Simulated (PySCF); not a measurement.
## Electronic absorption of H7NSi2

Species: H₇NSi₂.
SMILES: `[SiH3]N[SiH3]`

Computed, not measured: TDDFT wB97X-D/def2-SVPD, vertical, gas phase, core orbitals frozen in the response (PySCF). Isolated species at its GFN2-xTB geometry, gas phase.

```json
{"state": "S1", "E (eV)": "6.15", "E (kJ/mol)": "593", "λ (nm)": "201.8", "f": "0.0034", "symmetry": "A′", "main configurations (H = HOMO, L = LUMO)": "H→L (96%)"}
{"state": "S2", "E (eV)": "7.10", "E (kJ/mol)": "685", "λ (nm)": "174.6", "f": "0.0027", "symmetry": "A′", "main configurations (H = HOMO, L = LUMO)": "H→L+2 (96%)"}
{"state": "S3", "E (eV)": "7.72", "E (kJ/mol)": "745", "λ (nm)": "160.7", "f": "0.034", "symmetry": "A′", "main configurations (H = HOMO, L = LUMO)": "H→L+1 (92%)"}
{"state": "S4", "E (eV)": "7.86", "E (kJ/mol)": "759", "λ (nm)": "157.6", "f": "0.015", "symmetry": "A″", "main configurations (H = HOMO, L = LUMO)": "H→L+4 (54%), H→L+3 (20%), H-2→L (12%)"}
{"state": "S5", "E (eV)": "8.03", "E (kJ/mol)": "775", "λ (nm)": "154.3", "f": "0.021", "symmetry": "A″", "main configurations (H = HOMO, L = LUMO)": "H→L+3 (51%), H→L+4 (32%), H→L+6 (10%)"}
{"state": "S6", "E (eV)": "8.21", "E (kJ/mol)": "792", "λ (nm)": "151.0", "f": "0.019", "symmetry": "A′", "main configurations (H = HOMO, L = LUMO)": "H→L+5 (92%)"}
{"state": "S7", "E (eV)": "8.27", "E (kJ/mol)": "798", "λ (nm)": "149.9", "f": "0.056", "symmetry": "A″", "main configurations (H = HOMO, L = LUMO)": "H→L+6 (67%), H→L+3 (19%)"}
{"state": "S8", "E (eV)": "8.53", "E (kJ/mol)": "823", "λ (nm)": "145.3", "f": "0.0000", "symmetry": "–", "main configurations (H = HOMO, L = LUMO)": "H-1→L (65%), H-2→L (19%)"}
```

Triplets (Tamm–Dancoff): T1 5.89 eV, H→L (92%); T2 6.97 eV, H→L+2 (95%); T3 7.57 eV, H→L+1 (88%).

The lowest singlet lies at 6.15 eV (202 nm, ultraviolet) and is very weak; its leading configuration is HOMO→LUMO (96%). The most intense listed level is S7 at 8.27 eV (150 nm, f = 0.056), 2.12 eV above S1. Löwdin shares by element: HOMO nitrogen 55%, silicon 21%, hydrogen 6% or more (atoms not listed hold the other 18%); LUMO silicon 48%, nitrogen 10%, hydrogen 9% or more (atoms not listed hold the other 33%). The listed states span 2.39 eV, and the widest gap between neighbours is 0.95 eV (S1 to S2). Weighted by f, the mean energy of these states is 7.99 eV. Orbital energies (eV): HOMO-3 -11.65, HOMO-2 -11.59, HOMO-1 -11.46, HOMO -9.28, LUMO 1.54, LUMO+1 2.37, LUMO+2 2.58. No computed singlet lies in the visible range (380 to 750 nm); the lowest, at 202 nm, stands 2.88 eV above its violet end (3.26 eV). Symmetry labels in Cs follow from the direction of the transition dipole and are given only for states with f of 0.002 or more. The window holds the lowest 8 singlets.
